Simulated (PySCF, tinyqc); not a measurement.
Coupled-perturbed Hartree-Fock on RHF in the sto-3g basis, for HF, spin multiplicity 1, step by step. The lowest restricted solution is unstable here: a spin-polarised one lies 0.0231 hartree lower (PySCF). Computed by tinyqc, a small Python program that keeps every step (integrals from PySCF). Settings: charge = 0, multiplicity = 1, basis = sto-3g, method = RHF, energy threshold = 1e-10, iteration cap = 76, orthogonalisation = symmetric, start = core, DIIS depth = 6. Command: `OMP_NUM_THREADS=1 python tinyqc.py 26014 26015 out.jsonl` (the two numbers bound the seeds that draw the settings). One thread of a shared host (Intel(R) Xeon(R) Processor @ 2.60GHz), about 0.1 s of CPU time with the checks. The early iterations of the SCF are left out here.

## One-electron integrals

Geometry (angstrom):
```
atom,x,y,z
F,0.000000,0.000000,0.000000
H,0.000000,0.000000,1.371000
```

Basis sto-3g: exponents (1/bohr^2) and contraction coefficients of normalised primitives:
```
element,l (shell),exponent,coefficient
F,s (1),166.679130,0.154329
F,s (1),30.360812,0.535328
F,s (1),8.216821,0.444635
F,s (2),6.464803,-0.099967
F,s (2),1.502281,0.399513
F,s (2),0.488588,0.700115
F,p (3),6.464803,0.155916
F,p (3),1.502281,0.607684
F,p (3),0.488588,0.391957
H,s (1),3.425251,0.154329
H,s (1),0.623914,0.535328
H,s (1),0.168855,0.444635
```

Overlap, kinetic and nuclear-attraction integrals over the contracted functions; the nuclear repulsion is the sum of Za Zb / Rab.

nuclear repulsion = 3.47381101 hartree

overlap S:
```
,1F 1s,1F 2s,1F 2px,1F 2py,1F 2pz,2H 1s
1F 1s,1.000000,0.237990,0.000000,0.000000,0.000000,0.016994
1F 2s,0.237990,1.000000,0.000000,0.000000,0.000000,0.208306
1F 2px,0.000000,0.000000,1.000000,0.000000,0.000000,0.000000
1F 2py,0.000000,0.000000,0.000000,1.000000,0.000000,0.000000
1F 2pz,0.000000,0.000000,0.000000,0.000000,1.000000,0.189082
2H 1s,0.016994,0.208306,0.000000,0.000000,0.189082,1.000000
```

kinetic energy T (hartree):
```
,1F 1s,1F 2s,1F 2px,1F 2py,1F 2pz,2H 1s
1F 1s,36.984577,-0.212858,0.000000,0.000000,0.000000,-0.005517
1F 2s,-0.212858,1.037995,0.000000,0.000000,0.000000,-0.004334
1F 2px,0.000000,0.000000,3.248015,0.000000,0.000000,0.000000
1F 2py,0.000000,0.000000,0.000000,3.248015,0.000000,0.000000
1F 2pz,0.000000,0.000000,0.000000,0.000000,3.248015,0.044398
2H 1s,-0.005517,-0.004334,0.000000,0.000000,0.044398,0.760032
```

nuclear attraction V (hartree):
```
,1F 1s,1F 2s,1F 2px,1F 2py,1F 2pz,2H 1s
1F 1s,-77.395559,-9.268668,0.000000,0.000000,-0.006736,-0.677564
1F 2s,-9.268668,-11.927120,0.000000,0.000000,-0.084155,-1.715160
1F 2px,0.000000,0.000000,-11.821486,0.000000,0.000000,0.000000
1F 2py,0.000000,0.000000,0.000000,-11.821486,0.000000,0.000000
1F 2pz,-0.006736,-0.084155,0.000000,0.000000,-11.861084,-1.314605
2H 1s,-0.677564,-1.715160,0.000000,0.000000,-1.314605,-4.676203
```

core Hamiltonian H = T + V (hartree):
```
,1F 1s,1F 2s,1F 2px,1F 2py,1F 2pz,2H 1s
1F 1s,-40.410982,-9.481525,0.000000,0.000000,-0.006736,-0.683081
1F 2s,-9.481525,-10.889124,0.000000,0.000000,-0.084155,-1.719494
1F 2px,0.000000,0.000000,-8.573471,0.000000,0.000000,0.000000
1F 2py,0.000000,0.000000,0.000000,-8.573471,0.000000,0.000000
1F 2pz,-0.006736,-0.084155,0.000000,0.000000,-8.613069,-1.270207
2H 1s,-0.683081,-1.719494,0.000000,0.000000,-1.270207,-3.916172
```

## Two-electron integrals

Functions are numbered as in S; the eight-fold symmetry (ij|kl) = (ji|kl) = (kl|ij) leaves the list below.

Two-electron integrals (ij|kl) in chemists' order, unique and non-zero (hartree):
```
i,j,k,l,(ij|kl)
1,1,1,1,5.403501
2,1,1,1,0.841920
2,1,2,1,0.156299
2,2,1,1,1.268028
2,2,2,1,0.292344
2,2,2,2,0.926167
3,1,3,1,0.027998
3,2,3,1,0.043169
3,2,3,2,0.204588
3,3,1,1,1.264502
3,3,2,1,0.292403
3,3,2,2,0.925959
3,3,3,3,0.997514
4,1,4,1,0.027998
4,2,4,1,0.043169
4,2,4,2,0.204588
4,3,4,3,0.053770
4,4,1,1,1.264502
4,4,2,1,0.292403
4,4,2,2,0.925959
4,4,3,3,0.889973
4,4,4,4,0.997514
5,1,5,1,0.027998
5,2,5,1,0.043169
5,2,5,2,0.204588
5,3,5,3,0.053770
5,4,5,4,0.053770
5,5,1,1,1.264502
5,5,2,1,0.292403
5,5,2,2,0.925959
5,5,3,3,0.889973
5,5,4,4,0.889973
5,5,5,5,0.997514
6,1,1,1,0.060816
6,1,2,1,0.011204
6,1,2,2,0.020858
6,1,3,3,0.020830
6,1,4,4,0.020830
6,1,5,1,0.000427
6,1,5,2,0.000810
6,1,5,5,0.020919
6,1,6,1,0.000810
6,2,1,1,0.175512
6,2,2,1,0.041101
6,2,2,2,0.148057
6,2,3,3,0.145850
6,2,4,4,0.145850
6,2,5,1,0.002740
6,2,5,2,0.022784
6,2,5,5,0.152324
6,2,6,1,0.002990
6,2,6,2,0.030836
6,3,3,1,0.004037
6,3,3,2,0.024958
6,3,5,3,0.004620
6,3,6,3,0.004316
6,4,4,1,0.004037
6,4,4,2,0.024958
6,4,5,4,0.004620
6,4,6,4,0.004316
6,5,1,1,0.128640
6,5,2,1,0.030484
6,5,2,2,0.117758
6,5,3,3,0.113012
6,5,4,4,0.113012
6,5,5,1,0.005771
6,5,5,2,0.041684
6,5,5,5,0.127116
6,5,6,1,0.002293
6,5,6,2,0.030257
6,5,6,5,0.033867
6,6,1,1,0.383206
6,6,2,1,0.091149
6,6,2,2,0.379667
6,6,3,3,0.369237
6,6,4,4,0.369237
6,6,5,1,0.006395
6,6,5,2,0.076465
6,6,5,5,0.400282
6,6,6,1,0.006645
6,6,6,2,0.108852
6,6,6,5,0.125505
6,6,6,6,0.774606
```

## Orthogonalisation

S = U s U^T; symmetric (Loewdin) form X = U s^(-1/2) U^T, so that X^T S X = 1.

eigenvalues of S: 0.663593  0.860864  1.000000  1.000000  1.122566  1.352976

X:
```
,1F 1s,1F 2s,1F 2px,1F 2py,1F 2pz,2H 1s
1F 1s,1.022461,-0.125607,0.000000,0.000000,-0.001939,0.011328
1F 2s,-0.125607,1.040385,0.000000,0.000000,0.016111,-0.112149
1F 2px,0.000000,0.000000,1.000000,0.000000,0.000000,0.000000
1F 2py,0.000000,0.000000,0.000000,1.000000,0.000000,0.000000
1F 2pz,-0.001939,0.016111,0.000000,0.000000,1.014245,-0.099584
2H 1s,0.011328,-0.112149,0.000000,0.000000,-0.099584,1.031819
```

## Iteration 7 (converged): orbitals

converged F (hartree):
```
,1F 1s,1F 2s,1F 2px,1F 2py,1F 2pz,2H 1s
1F 1s,-25.922975,-6.626265,0.000000,0.000000,-0.012578,-0.483753
1F 2s,-6.626265,-3.013077,0.000000,0.000000,-0.010466,-0.504113
1F 2px,0.000000,0.000000,-0.464910,0.000000,0.000000,0.000000
1F 2py,0.000000,0.000000,0.000000,-0.464910,0.000000,0.000000
1F 2pz,-0.012578,-0.010466,0.000000,0.000000,-0.186088,-0.375207
2H 1s,-0.483753,-0.504113,0.000000,0.000000,-0.375207,-0.227306
```

Diagonalise F' = X^T F X, C = X C', fill 5 alpha and 5 beta electrons from the bottom; D = 2 C_occ C_occ^T. Each column has its largest component positive (the first on a tie).

F' = X^T F X (hartree):
```
,1,2,3,4,5,6
1,-25.455869,-3.387173,0.000000,0.000000,-0.025889,-0.018266
2,-3.387173,-1.836354,0.000000,0.000000,0.045198,-0.250064
3,0.000000,0.000000,-0.464910,0.000000,0.000000,0.000000
4,0.000000,0.000000,0.000000,-0.464910,0.000000,0.000000
5,-0.025889,0.045198,0.000000,0.000000,-0.117215,-0.362303
6,-0.018266,-0.250064,0.000000,0.000000,-0.362303,-0.085971
```

orbital energies (hartree): MO1 -25.932135, MO2 -1.406013, MO3 -0.464910, MO4 -0.464910, MO5 -0.445597, MO6 0.288335

coefficients C:
```
,MO1,MO2,MO3,MO4,MO5,MO6
1F 1s,0.995036,-0.260323,0.000000,0.000000,0.040426,0.042869
1F 2s,0.020243,1.008510,0.000000,0.000000,-0.204384,-0.227465
1F 2px,0.000000,0.000000,0.973381,-0.229192,0.000000,0.000000
1F 2py,0.000000,0.000000,0.229192,0.973381,0.000000,0.000000
1F 2pz,0.000908,0.013175,0.000000,0.000000,0.686072,-0.753660
2H 1s,-0.002350,0.080392,0.000000,0.000000,0.617533,0.836336
```

D after iteration 7:
```
,1F 1s,1F 2s,1F 2px,1F 2py,1F 2pz,2H 1s
1F 1s,2.118998,-0.501316,0.000000,0.000000,0.050417,0.003396
1F 2s,-0.501316,2.118549,0.000000,0.000000,-0.253834,-0.090370
1F 2px,0.000000,0.000000,2.000000,0.000000,0.000000,0.000000
1F 2py,0.000000,0.000000,0.000000,2.000000,0.000000,0.000000
1F 2pz,0.050417,-0.253834,0.000000,0.000000,0.941738,0.849458
2H 1s,0.003396,-0.090370,0.000000,0.000000,0.849458,0.775631
```

Within a degenerate level the vectors are fixed only up to a rotation; this is one choice.

## Convergence

Stop when the energy changes by less than 1e-10 hartree and every element of the error matrix X^T (F D S - S D F) X is below 3e-06.

Course of the cycle:
```
iteration,E (hartree),change,largest element of the error matrix
1,-97.90423269,-,3.73e-01
2,-98.42316232,-5.19e-01,2.22e-01
3,-98.46179189,-3.86e-02,3.43e-02
4,-98.46267629,-8.84e-04,3.04e-03
5,-98.46268391,-7.62e-06,1.23e-04
6,-98.46268391,-1.04e-08,6.82e-07
7,-98.46268391,-2.70e-13,3.63e-10
```

PySCF RHF in the same basis = -98.46268391 hartree

Converged in 7 iterations.

## Integrals over molecular orbitals

(pq|rs) = sum C_ip C_jq C_kr C_ls (ij|kl), one index at a time.

one-electron integrals over orbitals h = C^T H C (hartree):
```
,1,2,3,4,5,6
1,-40.393880,0.727212,0.000000,0.000000,-0.106071,-0.117542
2,0.727212,-9.117201,0.000000,0.000000,0.434245,0.653152
3,0.000000,0.000000,-8.573471,0.000000,0.000000,0.000000
4,0.000000,0.000000,0.000000,-8.573471,0.000000,0.000000
5,-0.106071,0.434245,0.000000,0.000000,-6.564907,2.381730
6,-0.117542,0.653152,0.000000,0.000000,2.381730,-5.906132
```

Two-electron integrals over orbitals (pq|rs), unique and non-zero (hartree):
```
p,q,r,s,(pq|rs)
1,1,1,1,5.364864
2,1,1,1,-0.525608
2,1,2,1,0.081146
2,2,1,1,1.241904
2,2,2,1,-0.023308
2,2,2,2,0.879603
3,1,3,1,0.029522
3,2,3,1,0.040324
3,2,3,2,0.191240
3,3,1,1,1.264029
3,3,2,1,-0.015238
3,3,2,2,0.899502
3,3,3,3,0.997514
4,1,4,1,0.029522
4,2,4,1,0.040324
4,2,4,2,0.191240
4,3,4,3,0.053770
4,4,1,1,1.264029
4,4,2,1,-0.015238
4,4,2,2,0.899502
4,4,3,3,0.889973
4,4,4,4,0.997514
5,1,1,1,0.080885
5,1,2,1,-0.012223
5,1,2,2,0.004865
5,1,3,3,0.002397
5,1,4,4,0.002397
5,1,5,1,0.016241
5,2,1,1,-0.103507
5,2,2,1,0.004000
5,2,2,2,-0.045140
5,2,3,3,-0.058007
5,2,4,4,-0.058007
5,2,5,1,0.020446
5,2,5,2,0.126045
5,3,3,1,-0.005638
5,3,3,2,-0.022918
5,3,5,3,0.032650
5,4,4,1,-0.005638
5,4,4,2,-0.022918
5,4,5,4,0.032650
5,5,1,1,0.856693
5,5,2,1,-0.008124
5,5,2,2,0.669719
5,5,3,3,0.655611
5,5,4,4,0.655611
5,5,5,1,-0.001408
5,5,5,2,-0.008123
5,5,5,5,0.651631
6,1,1,1,0.086667
6,1,2,1,-0.013767
6,1,2,2,0.002796
6,1,3,3,0.002578
6,1,4,4,0.002578
6,1,5,1,-0.013125
6,1,5,2,-0.022524
6,1,5,5,0.004132
6,1,6,1,0.018385
6,2,1,1,-0.126218
6,2,2,1,0.003495
6,2,2,2,-0.070253
6,2,3,3,-0.070297
6,2,4,4,-0.070297
6,2,5,1,-0.019904
6,2,5,2,-0.083510
6,2,5,5,-0.019765
6,2,6,1,0.019481
6,2,6,2,0.091279
6,3,3,1,-0.005720
6,3,3,2,-0.023565
6,3,5,3,-0.023817
6,3,6,3,0.028324
6,4,4,1,-0.005720
6,4,4,2,-0.023565
6,4,5,4,-0.023817
6,4,6,4,0.028324
6,5,1,1,-0.439538
6,5,2,1,0.007272
6,5,2,2,-0.257598
6,5,3,3,-0.261401
6,5,4,4,-0.261401
6,5,5,1,0.001239
6,5,5,2,0.070644
6,5,5,5,-0.086123
6,5,6,1,-0.004099
6,5,6,2,0.029320
6,5,6,5,0.248395
6,6,1,1,0.820552
6,6,2,1,-0.008729
6,6,2,2,0.625368
6,6,3,3,0.611841
6,6,4,4,0.611841
6,6,5,1,0.008479
6,6,5,2,0.038183
6,6,5,5,0.634985
6,6,6,1,-0.006242
6,6,6,2,-0.047668
6,6,6,5,-0.029464
6,6,6,6,0.657234
```

## Response to a field: uncoupled start

dipole integrals <a|z|i> (bohr):
```
,i1,i2,i3,i4,i5
a6,-0.043031,-0.114788,0.000000,0.000000,1.313962
```

Field along z; U_ai = -mu_ai / (e_a - e_i), alpha = -4 sum U_ai mu_ai.

uncoupled U:
```
,i1,i2,i3,i4,i5
a6,0.001641,0.067747,0.000000,0.000000,-1.790304
```

uncoupled polarisability = 9.440957 bohr^3

## Coupled step 1

U_ai = -(mu_ai + sum_bj [4 (ai|bj) - (ab|ij) - (aj|bi)] U_bj) / (e_a - e_i); alpha = -4 sum U_ai mu_ai.

U after step 1:
```
,i1,i2,i3,i4,i5
a6,0.000097,0.134336,0.000000,0.000000,-1.526039
```

polarisability = 8.082329 bohr^3

## Coupled step 2

As before.

U after step 2:
```
,i1,i2,i3,i4,i5
a6,0.000091,0.140449,0.000000,0.000000,-1.570279
```

polarisability = 8.317650 bohr^3

## Coupled polarisability

Repeat until U stops changing; compare with -d2E/dF2.

Course of the coupled iterations:
```
step,alpha (bohr^3)
0,9.440957
1,8.082329
2,8.317650
3,8.286088
4,8.292087
5,8.291384
6,8.291543
7,8.291529
8,8.291533
9,8.291533
10,8.291533
11,8.291533
```

coupled polarisability = 8.291533 bohr^3

finite-field check, fields of +/-0.001 au = 8.291526 bohr^3
